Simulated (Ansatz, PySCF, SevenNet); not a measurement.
**Zinc-blende BP, cohesive energy**

Reference value: 5.14 eV/atom (measured, static lattice: zero-point vibration energy added, sources range from 5.14 to 5.20; as tabulated in Mejia-Rodriguez and Trickey (2018), arXiv:1807.09216).

```tsv
level (code)	value (eV/atom)	cell (Å³/atom)	error (eV/atom)
SevenNet-l3i5 (SevenNet)	5.00	11.74	-0.14
LDA (Ansatz)	6.23	11.32	+1.09
PBE (Ansatz)	5.29	11.76	+0.15
PBE-D4 (Ansatz)	5.65	11.42	+0.51
HSE06 (Ansatz)	5.27	11.57	+0.13
Hartree–Fock (PySCF)	3.40 ± 0.1	11.98	-1.74
MP2 (PySCF)	5.64 ± 0.1	11.31	+0.50
```

Leaving aside SevenNet-l3i5, which can be fitted to such values or carry a doubt: Nearest, and too close to rank with a margin of 0.06 eV/atom (twice that across the reference) picked here for doubts on the reference and the settings: HSE06 (+0.13 eV/atom), PBE (+0.15 eV/atom). Hartree–Fock (-1.74 eV/atom) misses by most. Within 0.2 eV/atom: PBE, HSE06. The least costly first-principles kind among them: DFT without exact exchange (PBE).

A ± on a computed value is a rough bar: the spread of its extrapolation, a floor set from checks against published values, or a statistical error. SevenNet-l3i5: free atoms can lie outside what these potentials were trained on. Each level is taken at its own relaxed cell. Cutoffs and k meshes differ between the levels. Ansatz's density-functional and Hartree–Fock values are scalar-relativistic unless marked +SOC, with PAW data made under PBE.

Machine-learned potentials (SevenNet-l3i5) are trained on DFT data, which may include these solids.

Differences are worked out from the printed values.

Ansatz is a first-principles code.
